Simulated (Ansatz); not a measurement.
**doublet NOF+: levels of theory compared**

Aim: a comparison of 6 runs (U-r2SCAN/STO-3G, U-wB97M-V/STO-3G, UB3LYP/STO-3G, RPA@PBE/STO-3G, UMP2/STO-3G, UCCSD(T)/STO-3G) of doublet NOF+. 

The calculation is run with Ansatz 0.2.0.

63 further runs of the same task are left out: 16 that didn't finish, 47 set aside as unsound or not needed.

### Step 1. The system as given

NOF+: 3 atoms, total charge +1, spin state doublet. SMILES of the parent species: `O=NF`. The coordinates come from a PBE0-D4/def2-TZVP relaxation. That shape belongs to the parent species and isn't relaxed for this state.

Bond lengths: O1–N2 1.127 Å, N2–F3 1.483 Å. Angles: O1–N2–F3 110.4°.

### Step 2. The energy at U-r2SCAN/STO-3G (run 1)

The input, run.yaml:

```yaml
crystal:
  periodic: [false, false, false]
  atoms:
    - {symbol: O, position_ang: [0.868350, 0.242970, 0.504740]}
    - {symbol: N, position_ang: [0.148930, -0.482540, 0.029910]}
    - {symbol: F, position_ang: [-1.017290, 0.239580, -0.534650]}
basis:
  gaussian:
    orbitals: STO-3G
total_charge: 1
magnetization:
  spin_polarized: true
  initial_magnetization: 1
accuracy: high
hamiltonian:
  xc: {name: r2SCAN}
```

Run with:

```
$ ansatz run run.yaml --threads 1 --pin off --max-ram 3480MiB --events-out events.jsonl --progress --plain --runs-dir runs
```

What it wrote:

```text
Warning: RAYON_NUM_THREADS=1 ignored (pool sized by the plan → 1); use --threads N
Functional definition: r2SCAN
  name "r2SCAN"
  parameter k0 = 0.174
  parameter k1 = 0.065
  parameter a1 = 4.9479
  exchange = r2scan_x(k0 = k0, k1 = k1, a1 = a1)
  correlation = r2scan_c
251 factors; integrals over basis functions are off by at most 3.5e-8 eV
mean field evaluation 1: about -6149.5401 eV, gradient 1.6e1 eV
mean field evaluation 2: about -6044.8401 eV, gradient 1.1e2 eV
mean field evaluation 4: about -6151.0854 eV, gradient 1.1e1 eV
mean field evaluation 8: about -6151.8037 eV, gradient 7.6e-2 eV
mean field evaluation 16: about -6151.7414 eV, gradient 2.1e-4 eV
mean field evaluation 32: about -6151.7408 eV, gradient 1.3e-1 eV
mean field -6151.74143409 eV, -226.0723279025 hartree, gradient 1.2e-8 eV, S^2 0.760130; 3 other end points of the search recorded, 0 dependent functions left out
reference -6151.74143424 eV, -226.0723279082 hartree; 12, 11 occupied and 3, 4 virtual orbitals, 251 factors
Total energy: -6151.74143424 eV, -226.0723279082 hartree
```

Run time: 2.6 s. Hardware: 1 thread of Intel Xeon Platinum 8488C (Sapphire Rapids), shared host; peak memory 0.18 GiB.

### Step 3. A single-point energy at U-wB97M-V/STO-3G (run 2)

The input, input.yaml:

```yaml
crystal:
  periodic: [false, false, false]
  atoms:
    - {symbol: O, position_ang: [0.868350, 0.242970, 0.504740]}
    - {symbol: "N", position_ang: [0.148930, -0.482540, 0.029910]}
    - {symbol: F, position_ang: [-1.017290, 0.239580, -0.534650]}
basis:
  gaussian:
    orbitals: STO-3G
total_charge: 1
magnetization:
  spin_polarized: true
  initial_magnetization: 1
hamiltonian:
  xc: {name: wB97M-V}
accuracy: high
```

Run with:

```
$ ansatz run input.yaml --threads 1 --pin off --max-ram 3480MiB --events-out events.jsonl --progress --plain --runs-dir runs
```

What it wrote, shortened:

```text
Warning: RAYON_NUM_THREADS=1 ignored (pool sized by the plan → 1); use --threads N
Functional definition: wB97M-V
  name "wB97M-V"
[...]
  gx(w, u) = 1 - cx + cx01*u + cx10*w
  gss(w, u) = css00 + css04*u^4 + css10*w + css20*w^2 + css43*w^4*u^3
  gos(w, u) = cos00 + cos10*w + (cos20 + cos21*u)*w^2 + (cos60 + cos61*u)*w^6
[...]
      + integral(e_c_pw_mod_opposite_spin*gos(b97_w_opposite, b97_u_opposite)) + vv10(b, c)
251 factors; integrals over basis functions are off by at most 3.5e-8 eV
110 factors; integrals over basis functions are off by at most 9.2e-10 eV
[...]
mean field -6153.65750549 eV, -226.1427422278 hartree, gradient 8.6e-8 eV, S^2 0.768403; 2 other end points of the search recorded, 0 dependent functions left out
reference -6153.65750628 eV, -226.1427422571 hartree; 12, 11 occupied and 3, 4 virtual orbitals, 251 factors
Total energy: -6153.65750628 eV, -226.1427422571 hartree
```

It took 13 s on 1 thread of Intel Xeon Platinum 8488C (Sapphire Rapids), shared host; peak memory 0.36 GiB.

Runs 3 to 5 aren't shown in full; the table further down has their settings and results.

### Step 4. A single-point energy at UCCSD(T)/STO-3G (run 6)

Changes to input.yaml since step 3:

```diff
@@ -13,4 +13,7 @@
   initial_magnetization: 1
-hamiltonian:
-  xc: {name: wB97M-V}
+correlation:
+  method: ccsd_t
+  frozen_orbitals: {F: 1, "N": 1, O: 1}
 accuracy: high
+scf:
+  omitted_lower_state_checks: [cluster_reference, increment]
```

Run with:

```
$ ansatz run input.yaml --threads 1 --pin off --max-ram 3480MiB --events-out events.jsonl --progress --plain --runs-dir runs
```

What it wrote, shortened:

```text
Warning: RAYON_NUM_THREADS=1 ignored (pool sized by the plan → 1); use --threads N
Functional definition: HF
  name "HF"
[...]
251 factors; integrals over basis functions are off by at most 3.5e-8 eV
[...]
mean field -6127.39154998 eV, -225.1774861665 hartree, gradient 3.4e-8 eV, S^2 1.031697; 16 other end points of the search recorded, 0 dependent functions left out
3 core orbitals not correlated: weight in the atoms' cores, before any rotation towards them, 1.000 or more for the frozen orbitals, at most 0.000 for the correlated occupied ones
reference -6127.39154998 eV, -225.1774861665 hartree; 9, 8 occupied and 3, 4 virtual orbitals, 251 factors
second order -3.68914142 eV of doubles, -0.00000000 eV of singles
cycle   1  -3.95314324 eV  change   -2.6e-1 eV  update   1.1e-1
[...]
cycle  34  -4.91048623 eV  change   -1.3e-9 eV  update   1.1e-9
perturbative correction -0.15753343 eV, -0.0057892469 hartree
Total energy: -6132.45956964 eV, -225.3637324538 hartree
Checks for a lower state left out: cluster_reference, increment
```

Run time: 0.81 s. Hardware: 1 thread of Intel Xeon Platinum 8488C (Sapphire Rapids), shared host.

### Step 5. The series

```tsv
run	level	frozen core orbitals	energy (Eh)	⟨S²⟩	wall time
1	U-r2SCAN/STO-3G	–	-226.072328	0.760	2.6 s
2	U-wB97M-V/STO-3G	–	-226.142742	0.768	13 s
3	UB3LYP/STO-3G	–	-226.105442	0.767	1.1 s
4	RPA@PBE/STO-3G	3	-225.457126	0.754	3.9 s
5	UMP2/STO-3G	3	-225.313060	1.032	0.54 s
6	UCCSD(T)/STO-3G	3	-225.363732	1.032	0.81 s
```

### Step 6. Outcome

| quantity | value |
| --- | --- |
| run 6: total energy | -225.36373 Eh |
| run 6: correlation energy (3 core orbitals frozen) | -186.2 mEh |
| run 6: (T) correction | -5.79 mEh |
| run 6: ⟨S²⟩ of the reference determinant | 1.032 |
| run 6: T1 diagnostic | 0.057 |

In words: Totals of different functionals can't be ranked against each other. In runs 1, 2, 3, 4, 5, 6 the basis is minimal, so the values are rough. Spin contamination of the reference: run 5 ⟨S²⟩ = 1.03, run 6 ⟨S²⟩ = 1.03. All runs together took 22 s, the longest 13 s.
